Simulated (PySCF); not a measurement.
A survey of $^{15}$N NMR shifts

Computed data (PySCF 2.14.0 with density-fitted response routines): PBE0/pcSseg-1 with gauge-including orbitals, geometry: PBE0-D3(BJ)/def2-SVP. Non-relativistic Hamiltonian, rapidly exchanging positions averaged, gas phase, a single conformation.

Shieldings were converted by a linear fit to measured shifts: $^{15}$N (scatter 7.2 ppm rms vs CH3NO2, solution or neat liquid). Occasional misses reach two or three times the rms, and more in compound classes unlike the fitted ones.

(1) Give the $^{15}$N shifts of `c1ccc2[nH]ncc2c1`, `N#Cc1ccc(N)cc1`.

(2) Match the shifts -4.4, -40.8, -67.3, -112.0 ppm to `Oc1cn[se]c1`, `Fc1cccc(Cl)n1`, `c1ccc2oncc2c1`, `Fc1cccnc1Cl`.

Results:

(1) 
| compound | environment | δ (ppm) |
| --- | --- | --- |
| [cH:1]1[cH:2][cH:3][c:4]2[nH:5][n:6][cH:7][c:8]2[cH:9]1 | N6: pyridine-type nitrogen of an azole | -72.3 |
| [cH:1]1[cH:2][cH:3][c:4]2[nH:5][n:6][cH:7][c:8]2[cH:9]1 | N5: pyrrole-type ring nitrogen | -212.7 |
| [N:1]#[C:2][c:3]1[cH:4][cH:5][c:6]([NH2:7])[cH:8][cH:9]1 | N1: nitrile nitrogen | -105.9 |
| [N:1]#[C:2][c:3]1[cH:4][cH:5][c:6]([NH2:7])[cH:8][cH:9]1 | N7: aniline-type nitrogen | -318.6 |

(2) -4.4: c1ccc2oncc2c1 (pyridine-type nitrogen of an azole); -40.8: Oc1cn[se]c1 (pyridine-type nitrogen of an azole); -67.3: Fc1cccnc1Cl (pyridine-type ring nitrogen); -112.0: Fc1cccc(Cl)n1 (pyridine-type ring nitrogen).

Relativistic effects, spin–orbit coupling among them, are left out; they matter for the fourth-row atoms present and their neighbours.
